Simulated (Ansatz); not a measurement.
We consider cubic perovskite BaTiO₃ (cubic high-temperature phase), described by HSE06 (plane waves, PAW; Ansatz, an electronic-structure program).

Settings: plane-wave cutoff 500 eV, 6×6×6 k mesh, gaussian smearing 0.02 eV, no spin polarisation, scalar-relativistic PAW data made under PBE.

Computed at the level's own relaxed cell.

Task: Estimate the equilibrium volume per atom, equilibrium lattice constant a and band gap that the calculation returns.

Result: 
- equilibrium volume per atom = 12.58 Å³/atom
- equilibrium lattice constant a = 3.977 Å
- band gap = 3.26 eV (on the SCF k mesh)

Measured, for comparison: band gap 3.2 eV (temperature not stated, no zero-point or thermal correction; as tabulated in Matsushita et al. (2011), arXiv:1104.2769).

Note: the relaxation could not lower the start's symmetry, so the cell can be a saddle point above a distorted one.

Spin–orbit coupling is not included.

Computed values are for the static lattice.

Computing time: roughly 10 core-minutes.
